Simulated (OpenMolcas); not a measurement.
# BPW91/def2-SVP (Cholesky decomposition) run of [NO2]+ (SMILES O=[N+]=O)

What is the vertical electron affinity of [NO2]+ at BPW91/def2-SVP (Cholesky decomposition)? 

Program for the calculation: OpenMolcas 26.06.

### 1 The structure to begin with

The species is [NO2]+ (3 atoms), meant as a singlet with charge +1. SMILES: `O=[N+]=O`. The coordinates come from a PBE0-D4/def2-TZVP relaxation.

Bond lengths: O1–N2 1.110 Å, N2–O3 1.110 Å. Angles: O1–N2–O3 180.0°.

### 2 A single-point energy at BPW91/def2-SVP (Cholesky decomposition)

Input file job.inp:

```
* NO2 Kohn-Sham DFT
>>> EXPORT MOLCAS_PRINT=2

&GATEWAY
 BasLib=$CurrDir
 Coord
 3
 bohr
 O     -1.08277527     1.75181391    -0.39604880
 N     -0.00001890    -0.00001890     0.00000000
 O      1.08279417    -1.75179501     0.39604880
 Basis=def2-SVP
 Group=NoSym

&SEWARD
 Low

&SCF
 Charge=1
 KSDFT=2
 1.0 GGA_X_B88
 1.0 GGA_C_PW91
 PrOrbitals=0
```

The basis set def2-SVP is read from a file made from the Basis Set Exchange's data (not shown).

On the command line:

```sh
$ export MOLCAS_MEM=1860
$ pymolcas job.inp > job.log
```

The program printed:

```text
--- Start Module: gateway ---
[...]
--- Stop Module: gateway /rc=_RC_ALL_IS_WELL_ ---
--- Start Module: seward ---
[...]
      Basis functions           42
--- Stop Module: seward /rc=_RC_ALL_IS_WELL_ ---
--- Start Module: scf ---
[...]
       Convergence after  15 Iterations
[...]
::    Total KS-DFT energy                            -204.5788778327
[...]
      Total spin, S                                     0.0000000000
[...]
      Total electronic charge=   22.000000
      Total            charge=    1.000000
[...]
      Dipole Moment (debye):
      Origin of the operator (angstrom)=    0.0000    0.0000    0.0000
                   X= -1.0523E-05               Y= -4.4528E-05               Z=  4.3913E-06           Total=  4.5965E-05
      Center of Charge (angstrom)
[...]
--- Stop Module: scf /rc=_RC_ALL_IS_WELL_ ---
[...]
```

Wall time 3 s (1 thread of Arm Neoverse V1, shared host); peak memory 0.093 GiB.

### 3 Doublet neutral NO2

Input file job.input:

```
&GATEWAY
 BasLib=$CurrDir
 Coord
 3
 bohr
 O     -1.08277527     1.75181391    -0.39604880
 N     -0.00001890    -0.00001890     0.00000000
 O      1.08279417    -1.75179501     0.39604880
 Basis=def2-SVP
 Group=NoSym

&SEWARD
 Low

&SCF
 UHF
 Spin=2
 KSDFT=2
 1.0 GGA_X_B88
 1.0 GGA_C_PW91
 PrOrbitals=0
```

The basis set def2-SVP is read from a file made from the Basis Set Exchange's data (not shown).

On the command line:

```sh
$ export MOLCAS_MEM=1860
$ pymolcas job.input > job.log
```

The program printed:

```text
--- Start Module: gateway ---
[...]
--- Stop Module: gateway /rc=_RC_ALL_IS_WELL_ ---
--- Start Module: seward ---
[...]
      Basis functions           42
--- Stop Module: seward /rc=_RC_ALL_IS_WELL_ ---
--- Start Module: scf ---
[...]
       Convergence after  12 Iterations
[...]
::    Total KS-DFT energy                            -204.8338874145
[...]
      Total spin, S                                     0.5007179168
[...]
      Total electronic charge=   23.000000
      Total            charge=   -0.000000
[...]
      Dipole Moment (debye):
      Origin of the operator (angstrom)=    0.0000    0.0000    0.0000
                   X=  8.7762E-05               Y= -2.1593E-05               Z=  1.5903E-05           Total=  9.1767E-05
      Quadrupole Moment (debye*angstrom):
[...]
--- Stop Module: scf /rc=_RC_ALL_IS_WELL_ ---
[...]
```

Wall time 3.3 s (1 thread of Arm Neoverse V1, shared host); peak memory 0.093 GiB.

### 4 Results

At BPW91/def2-SVP (Cholesky decomposition):

| quantity | value |
| --- | --- |
| singlet [NO2]+: total energy | -204.57888 Eh |
| singlet [NO2]+: HOMO energy | -19.69 eV |
| singlet [NO2]+: LUMO energy | -12.13 eV |
| singlet [NO2]+: HOMO–LUMO gap | 7.55 eV |
| doublet neutral NO2: total energy | -204.83389 Eh |
| doublet neutral NO2: dipole moment | 0.00 D |
| doublet neutral NO2: HOMO energy (highest over α and β) | -1.76 eV |
| doublet neutral NO2: LUMO energy (lowest over α and β) | -1.55 eV |
| doublet neutral NO2: ⟨S²⟩ | 0.751 |
| vertical electron affinity (to the doublet neutral) | 6.939 eV |

**Reading.** At fixed nuclei the extra electron is bound by 6.94 eV (670 kJ/mol).
